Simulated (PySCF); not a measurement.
**How methods differ on the ionisation energy of B**

B [He] 2s2 2p1 (2P) → B⁺ [He] 2s2 (1S), as a difference of total energies. Calculation: PySCF 2.14, in aug-cc-pVDZ-DK (4s3p2d, 23 functions); the spin-free X2C one-electron Hamiltonian (Gaussian nucleus). Correlated levels: valence: 1s2 frozen. The calculations carry no spin-orbit coupling.

```json
{"method": "UHF", "ionisation energy (eV)": "8.040", "error (eV)": "-0.257"}
{"method": "LDA", "ionisation energy (eV)": "8.649", "error (eV)": "+0.352"}
{"method": "PBE0", "ionisation energy (eV)": "8.660", "error (eV)": "+0.363"}
{"method": "MP2 (valence)", "ionisation energy (eV)": "8.160", "error (eV)": "-0.137"}
{"method": "SCS-MP2 (valence)", "ionisation energy (eV)": "8.124", "error (eV)": "-0.173"}
{"method": "CCSD (valence)", "ionisation energy (eV)": "8.066", "error (eV)": "-0.231"}
{"method": "CCSD(T) (valence)", "ionisation energy (eV)": "8.091", "error (eV)": "-0.206"}
```

Reference: 8.297 eV (measured; NIST levels, between the centres of gravity of the two terms).

Errors of the correlated levels include the incompleteness of this basis and the frozen core.

The coupled-cluster amplitudes are large for B⁺ (T1 above 0.03 or a double amplitude above 0.15), so a single reference is strained.
